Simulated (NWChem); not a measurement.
The numbers come from NWChem runs, not from measurements. System: Si (-1), charge -1, spin multiplicity 4. Its SCF solution wasn't tested for a lower state. Level: UMP2/def2-SVPD, 5 core orbitals frozen.

Job file:

```
start mol
memory heap 200 mb stack 900 mb global 1100 mb
charge -1
geometry units angstroms nocenter noautoz
  Si     0.000000     0.000000     0.000000
  symmetry group D2h
end
basis spherical
  * library def2-svpd
end
scf
  uhf
  nopen 3
  maxiter 100
  thresh 1e-7
  semidirect memsize 60000000 filesize 0
  # guess.movecs holds the orbitals of an unrestricted PBE0 run
  vectors input guess.movecs output mol.movecs
end
mp2
  freeze core 5
end
task mp2 energy
```

NWChem printed:

```
             Northwest Computational Chemistry Package (NWChem) 7.3.0
             --------------------------------------------------------

                                NWChem Input Module
                                -------------------

 Scaling coordinates for geometry "geometry" by  1.889725989
 (inverse scale =  0.529177249)

                             Geometry "geometry" -> ""
                             -------------------------

 Output coordinates in angstroms (scale by  1.889725989 to convert to a.u.)

  No.       Tag          Charge          X              Y              Z
 ---- ---------------- ---------- -------------- -------------- --------------
    1 Si                  14.0000     0.00000000     0.00000000     0.00000000

 Effective nuclear repulsion energy (a.u.)       0.0000000000

            Nuclear Dipole moment (a.u.)
            ----------------------------
        X                 Y               Z
 ---------------- ---------------- ----------------
     0.0000000000     0.0000000000     0.0000000000

      Symmetry information
      --------------------

 Group name             D2h
 Group number             26
 Group order               8
 No. of unique centers     1

      Symmetry unique atoms

     1


 Summary of "ao basis" -> "" (spherical)
 ------------------------------------------------------------------------------
       Tag                 Description            Shells   Functions and Types
 ---------------- ------------------------------  ------  ---------------------
 *                         def2-svpd                  on all atoms

 Summary of "ao basis" -> "ao basis" (spherical)
 ------------------------------------------------------------------------------
       Tag                 Description            Shells   Functions and Types
 ---------------- ------------------------------  ------  ---------------------
 Si                        def2-svpd                10       24   5s3p2d

                                 NWChem SCF Module
                                 -----------------

  ao basis        = "ao basis"
  functions       =    24
  atoms           =     1
  alpha electrons =     9
  beta  electrons =     6
  charge          =  -1.00
  wavefunction    = UHF
  use symmetry    = T
  symmetry adapt  = T

 Summary of "ao basis" -> "ao basis" (spherical)
 ------------------------------------------------------------------------------
       Tag                 Description            Shells   Functions and Types
 ---------------- ------------------------------  ------  ---------------------
 Si                        def2-svpd                10       24   5s3p2d

      Symmetry analysis of basis
      --------------------------

        ag          9
        au          0
        b1g         2
        b1u         3
        b2g         2
        b2u         3
        b3g         2
        b3u         3

 Forming initial guess at       0.0s

   Symmetry analysis of molecular orbitals - initial alpha
   -------------------------------------------------------

  Numbering of irreducible representations:

     1 ag          2 au          3 b1g         4 b1u         5 b2g
     6 b2u         7 b3g         8 b3u

  Orbital symmetries:

     1 ag          2 ag          3 b2u         4 b1u         5 b3u
     6 ag          7 b1u         8 b3u         9 b2u        10 ag
    11 ag         12 b3g        13 b1g        14 ag         15 b2g
    16 ag         17 b1u        18 b3u        19 b2u

   Symmetry analysis of molecular orbitals - initial beta
   ------------------------------------------------------

  Numbering of irreducible representations:

     1 ag          2 au          3 b1g         4 b1u         5 b2g
     6 b2u         7 b3g         8 b3u

  Orbital symmetries:

     1 ag          2 ag          3 b2u         4 b1u         5 b3u
     6 ag          7 b3u         8 b1u         9 b2u        10 ag
    11 ag         12 b2g        13 b1g        14 b3g        15 ag
    16 ag         17 b2u        18 b1u        19 b3u

 Starting SCF solution at       0.0s

 ----------------------------------------------
         Quadratically convergent UHF

 Convergence threshold     :          1.000E-07
 Maximum no. of iterations :          100
 Integral*density screening:          1.000E-09
 ----------------------------------------------

              iter       energy          gnorm     gmax       time
             ----- ------------------- --------- --------- --------
                 1     -288.7669952912  1.79D-01  7.38D-02      0.0
                 2     -288.7688802479  8.96D-03  5.81D-03      0.0
                 3     -288.7689116475  2.46D-05  1.42D-05      0.1
                 4     -288.7689116478  2.77D-09  1.68D-09      0.1

       Final UHF  results
       ------------------

         Total SCF energy =   -288.768911647772
      One electron energy =   -404.661529656465
      Two electron energy =    115.892618008693
 Nuclear repulsion energy =      0.000000000000

                       Sz =      1.5000
                 Sz(Sz+1) =      3.7500
                      S^2 =      3.7526

        Time for solution =      0.0s

       Symmetry analysis of molecular orbitals - alpha
       -----------------------------------------------

  Numbering of irreducible representations:

     1 ag          2 au          3 b1g         4 b1u         5 b2g
     6 b2u         7 b3g         8 b3u

  Orbital symmetries:

     1 ag          2 ag          3 b1u         4 b3u         5 b2u
     6 ag          7 b1u         8 b3u         9 b2u        10 ag
    11 ag         12 b1g        13 b3g        14 ag         15 b2g
[...]
  ----- ------------  ---------------      ----- ------------  ---------------
    13      0.769603  1 Si py                10      0.337464  1 Si py
     7     -0.197733  1 Si py

 Vector   10  Occ=0.000000D+00  E= 2.631065D-01  Symmetry=ag
              MO Center=  4.5D-23,  5.9D-20,  1.1D-20, r^2= 1.0D+01
   Bfn.  Coefficient  Atom+Function         Bfn.  Coefficient  Atom+Function
  ----- ------------  ---------------      ----- ------------  ---------------
     5     -3.579453  1 Si s                  4      3.457938  1 Si s
     3     -0.243129  1 Si s

 Vector   11  Occ=0.000000D+00  E= 3.838564D-01  Symmetry=ag
              MO Center=  8.4D-17, -2.2D-17,  7.6D-17, r^2= 6.4D+00
   Bfn.  Coefficient  Atom+Function         Bfn.  Coefficient  Atom+Function
  ----- ------------  ---------------      ----- ------------  ---------------
    24      0.848611  1 Si d  2              22      0.478028  1 Si d  0

 Vector   12  Occ=0.000000D+00  E= 3.838564D-01  Symmetry=b1g
              MO Center=  2.9D-19, -5.6D-25,  1.4D-33, r^2= 6.4D+00
   Bfn.  Coefficient  Atom+Function         Bfn.  Coefficient  Atom+Function
  ----- ------------  ---------------      ----- ------------  ---------------
    20      0.973987  1 Si d -2

                     UHF Final Beta Molecular Orbital Analysis
                     -----------------------------------------

 Vector    4  Occ=1.000000D+00  E=-3.929948D+00  Symmetry=b1u
              MO Center=  6.7D-20,  3.5D-28,  5.2D-21, r^2= 1.0D-01
   Bfn.  Coefficient  Atom+Function         Bfn.  Coefficient  Atom+Function
  ----- ------------  ---------------      ----- ------------  ---------------
     8      0.987645  1 Si pz

 Vector    5  Occ=1.000000D+00  E=-3.929948D+00  Symmetry=b3u
              MO Center=  4.3D-29,  1.4D-43, -1.6D-35, r^2= 1.0D-01
   Bfn.  Coefficient  Atom+Function         Bfn.  Coefficient  Atom+Function
  ----- ------------  ---------------      ----- ------------  ---------------
     6      0.987645  1 Si px

 Vector    6  Occ=1.000000D+00  E=-1.462615D-01  Symmetry=ag
              MO Center= -1.3D-24,  1.5D-17, -1.1D-24, r^2= 1.9D+00
   Bfn.  Coefficient  Atom+Function         Bfn.  Coefficient  Atom+Function
  ----- ------------  ---------------      ----- ------------  ---------------
     3      0.692933  1 Si s                  2      0.428172  1 Si s
     5      0.263653  1 Si s                  4      0.193531  1 Si s

 Vector    7  Occ=0.000000D+00  E= 2.811144D-01  Symmetry=ag
              MO Center=  1.1D-38, -8.7D-33,  2.1D-27, r^2= 1.0D+01
   Bfn.  Coefficient  Atom+Function         Bfn.  Coefficient  Atom+Function
  ----- ------------  ---------------      ----- ------------  ---------------
     4      3.715354  1 Si s                  5     -3.711618  1 Si s
     3     -0.339085  1 Si s

 Vector    8  Occ=0.000000D+00  E= 3.338827D-01  Symmetry=b3u
              MO Center= -1.1D-17, -1.3D-26,  5.2D-17, r^2= 3.1D+00
   Bfn.  Coefficient  Atom+Function         Bfn.  Coefficient  Atom+Function
  ----- ------------  ---------------      ----- ------------  ---------------
    12      0.891984  1 Si px                 9      0.172470  1 Si px
     6     -0.152465  1 Si px

 Vector    9  Occ=0.000000D+00  E= 3.338827D-01  Symmetry=b1u
              MO Center= -4.5D-35,  1.1D-41,  7.7D-25, r^2= 3.1D+00
   Bfn.  Coefficient  Atom+Function         Bfn.  Coefficient  Atom+Function
  ----- ------------  ---------------      ----- ------------  ---------------
    14      0.891984  1 Si pz                11      0.172470  1 Si pz
     8     -0.152465  1 Si pz

 center of mass
 --------------
 x =   0.00000000 y =   0.00000000 z =   0.00000000

 moments of inertia (a.u.)
 ------------------
           0.000000000000           0.000000000000           0.000000000000
           0.000000000000           0.000000000000           0.000000000000
           0.000000000000           0.000000000000           0.000000000000

  Mulliken analysis of the total density
  --------------------------------------

    Atom       Charge   Shell Charges
 -----------   ------   -------------------------------------------------------
    1 Si  14    15.00   2.00  1.99  1.14  0.62  0.25  5.94  0.84  2.22  0.00  0.00

  Mulliken analysis of the alpha density
  --------------------------------------

    Atom       Charge   Shell Charges
 -----------   ------   -------------------------------------------------------
    1 Si  14     9.00   1.00  1.00  0.54  0.45  0.02  2.98  0.80  2.22  0.00  0.00

   Mulliken analysis of the beta density
   -------------------------------------

    Atom       Charge   Shell Charges
 -----------   ------   -------------------------------------------------------
    1 Si  14     6.00   1.00  1.00  0.60  0.17  0.23  2.96  0.04 -0.00  0.00  0.00

   Mulliken analysis of the spin density
   -------------------------------------

    Atom       Charge   Shell Charges
 -----------   ------   -------------------------------------------------------
    1 Si  14     3.00  -0.00 -0.00 -0.07  0.27 -0.21  0.01  0.76  2.22 -0.00 -0.00

       Multipole analysis of the density wrt the origin
       ------------------------------------------------

     L   x y z        total         alpha         beta         nuclear
     -   - - -        -----         -----         ----         -------
     0   0 0 0     -1.000000     -9.000000     -6.000000     14.000000

     1   1 0 0     -0.000000     -0.000000     -0.000000      0.000000
     1   0 1 0     -0.000000     -0.000000     -0.000000      0.000000
     1   0 0 1      0.000000      0.000000     -0.000000      0.000000

     2   2 0 0    -14.963945    -12.172000     -2.791945      0.000000
     2   1 1 0     -0.000000     -0.000000     -0.000000      0.000000
     2   1 0 1      0.000000      0.000000      0.000000      0.000000
     2   0 2 0    -14.963945    -12.172000     -2.791945      0.000000
     2   0 1 1      0.000000     -0.000000      0.000000      0.000000
     2   0 0 2    -14.963945    -12.172000     -2.791945      0.000000

                   NWChem MP2 Semi-direct Energy/Gradient Module
                   ---------------------------------------------

  Basis functions       =     24
  Molecular orbitals    =     24
  Frozen core           =      5
  Frozen virtuals       =      0
  Active alpha occupied =      4
  Active beta occupied  =      1
  Active alpha virtual  =     15
  Active beta virtual   =     18
  Use MO symmetry       = T
  Use skeleton AO sym   = T

  AO/Fock/Back tols     =   1.0D-09  1.0D-09  1.0D-09

 GA uses MA = F    GA memory limited = T

 Available:
  local mem=  1.26D+08
 global mem=  1.44D+08
 local disk=  0.00D+00
  mp2_memr nvloc                    15
  nvloc new                    15
   1 passes of   4:        2097152                       2705                     62227.
   1 passes of   4: M    126155256           G      144178048           F     124058104.

 Semi-direct pass number   1 of   1  for UHF alpha       at        0.1s
  vrange nnbf                   300
  mp2_eaftype                    10  avail_ma_in_mb                  1099
 EAF : mp2_eaftype filesize          10      31113.
  mp2_eaf for mointskh                     10
Node 0 wrote      0.1 Mb in      0.0 s     Agg I/O rate:  1990.1 Mb/s
 Done moints_semi at        0.1s
  mp2_eaftype                    10  avail_ma_in_mb                  1089
 EAF : mp2_eaftype filesize          10      31113.
  mp2_eaf for kh                    10
 Done maket at        0.1s
 Done multipass loop at        0.1s

 GA uses MA = F    GA memory limited = T

 Available:
  local mem=  1.26D+08
 global mem=  1.44D+08
 local disk=  0.00D+00
  mp2_memr nvloc                    18
  nvloc new                    18
   1 passes of   1:        2097152                       1634                     19387.
   1 passes of   1: M    126155256           G      144178048           F     124058104.

 Semi-direct pass number   1 of   1  for UHF beta        at        0.1s
  vrange nnbf                   300
  mp2_eaftype                    10  avail_ma_in_mb                  1099
 EAF : mp2_eaftype filesize          10       9693.
  mp2_eaf for mointskh                     10
Node 0 wrote      0.0 Mb in      0.0 s     Agg I/O rate:  1716.5 Mb/s
 Done moints_semi at        0.1s
  mp2_eaftype                    10  avail_ma_in_mb                  1089
 EAF : mp2_eaftype filesize          10       9693.
  mp2_eaf for kh                    10
 Done maket at        0.1s
 Done multipass loop at        0.1s

          -------------------------------------------
          SCF energy                -288.768911647772
          Correlation energy          -0.060703750919
          Singlet pairs                0.000000000000
          Triplet pairs                0.000000000000
          Total MP2 energy          -288.829615398692
          -------------------------------------------

          ---------------------------------------------------
                    Spin Component Scaled (SCS) MP2
          Same spin pairs                     -0.016789188282
          Same spin scaling factor             0.333333333333
          Opposite spin pairs                 -0.043914562637
          Opposite spin scaling fact.          1.200000000000
          SCS-MP2 correlation energy          -0.058293871258
          Total SCS-MP2 energy              -288.827205519031
          ---------------------------------------------------

 -----------------------
 Performance information
 -----------------------

 Timer overhead =  1.49D-07 seconds/call

               Nr. of calls         CPU time (s)                 Wall time (s)                GFlops
             ---------------    -------------------     ------------------------------   -------------------
Name         Min   Avg   Max    Min     Avg     Max     Min     Avg     Max   Mx/calls   Min     Max     Sum
mp2: moin     2     2     2   5.58E-2 5.58E-2 5.58E-2  5.58E-2 5.58E-2 5.58E-2 2.79E-2   0.0     0.0     0.0
mp2: make     2     2     2   1.07E-3 1.07E-3 1.07E-3  1.07E-3 1.07E-3 1.07E-3 5.33E-4   0.0     0.0     0.0
mp2: tota     1     1     1   7.19E-2 7.19E-2 7.19E-2  7.19E-2 7.19E-2 7.19E-2 7.19E-2   0.0     0.0     0.0

 The average no. of pstat calls per process was 5.00D+00
 with a timing overhead of 7.47D-07s

 Task  times  cpu:        0.1s     wall:        0.1s

 Total times  cpu:        0.1s     wall:        0.1s
```
